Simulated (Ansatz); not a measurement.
**CH5Al+ (doublet): the correlation ladder, cc-pVDZ**

One table from this session's results is given with a row withheld; the runs are named, their logs left out.

Computed with Ansatz 0.2.0, Gaussian basis. Level: cc-pVDZ, core rule «outside noble gas», up to 6 orbitals frozen.

To be run: UHF; CCSD(T) on ROHF; CCSD(T) on UHF; BCCD(T) on ROHF; CISD as a restricted active space (open shells left free, so some higher excitations enter); CCSDT(Q) on ROHF; CCSDT(Q) on UHF; CASSCF and MRCISD+Q, 9 electrons in 9 orbitals; CASSCF and NEVPT2, 9 electrons in 9 orbitals.

23 further runs of the same task are left out: 10 that didn't finish, 13 set aside as unsound or not needed. Runs told in other sessions of the task aren't counted.

## The geometry

The geometry is a PBE0/def2-TZVP stationary point (not a proven minimum) of the parent state, kept for this charge and spin.

7 atoms, charge 1, spin multiplicity 2.

Atoms are counted from 1 here; the program's logs count them from 0.

Bond lengths: Al1–C2 2.244 Å, Al1–H3 1.654 Å, Al1–H4 1.602 Å, C2–H5 1.093 Å, C2–H6 1.083 Å, C2–H7 1.083 Å. Angles: C2–Al1–H3 69.3°, C2–Al1–H4 106.1°, H3–Al1–H4 115.8°, Al1–C2–H5 87.2°, Al1–C2–H6 108.7°, Al1–C2–H7 110.0°, H5–C2–H6 115.7°, H5–C2–H7 115.2°, H6–C2–H7 116.0°.

The first run:

in.yaml

```yaml
crystal:
  periodic: [false, false, false]
  atoms:
    - {symbol: Al, position_ang: [-0.075561, 0.043982, 0.780641]}
    - {symbol: C, position_ang: [0.033843, -0.074052, -1.457524]}
    - {symbol: H, position_ang: [0.785360, 1.318208, 0.170521]}
    - {symbol: H, position_ang: [0.792780, -1.184102, 1.332093]}
    - {symbol: H, position_ang: [-0.461553, -1.044708, -1.377941]}
    - {symbol: H, position_ang: [-0.564953, 0.725006, -1.876418]}
    - {symbol: H, position_ang: [1.067775, -0.109341, -1.777245]}
basis:
  gaussian: {orbitals: cc-pVDZ}
total_charge: 1
magnetization: {spin_polarized: true, initial_magnetization: 1}
hamiltonian: {xc: hf}
output: {orbitals: {seedname: orbitals}}
```

The run is started by

```console
> ansatz run in.yaml --threads 1 --pin off --events-out ev --progress --plain --max-ram 2393MiB
```

Among the steps run: UHF; CCSD(T) on ROHF; CCSD(T) on UHF; BCCD(T) on ROHF; CISD as a restricted active space (open shells left free, so some higher excitations enter); CCSDT(Q) on ROHF; CCSDT(Q) on UHF; CASSCF and MRCISD+Q, 9 electrons in 9 orbitals; CASSCF and NEVPT2, 9 electrons in 9 orbitals.

One table of the session follows, with a row left open; its other results are not shown here.

```
           method  from UCCSDT(Q) (meV)
             ROHF               +6654.8
              UHF               +6507.8
             RMP2               +1309.7
             UMP2               +1309.6
             CISD                +711.5
            RCCSD                +186.8
            UCCSD                +182.5
         RCCSD(T)                 +38.1
         UCCSD(T)                 +37.7
          BCCD(T)                     ?
           RCCSDT                  +7.3
           UCCSDT                  +6.8
        RCCSDT(Q)                  +0.9
        UCCSDT(Q)                     0
  CASSCF frontier               +4536.7
  MRCISD frontier                +380.5
MRCISD+Q frontier                 +55.8
```

**Question.** Estimate the row for BCCD(T).

**Answer.** from UCCSDT(Q) (meV): +37.1. In the column «from UCCSDT(Q) (meV)» it lies between RCCSDT (+7.3) and UCCSD(T) (+37.7).

Not comparable, so not listed: CASSCF and NEVPT2, 9 electrons in 9 orbitals (they don't share determinant, frozen orbitals or solution with the rows shown, or repeat one).

To keep in mind: Restricted and unrestricted rows rest on different reference determinants; a gap between their highest levels can come from leftover correlation error, from unlike frozen cores or from another state. Warnings in the runs' records: passed over end.
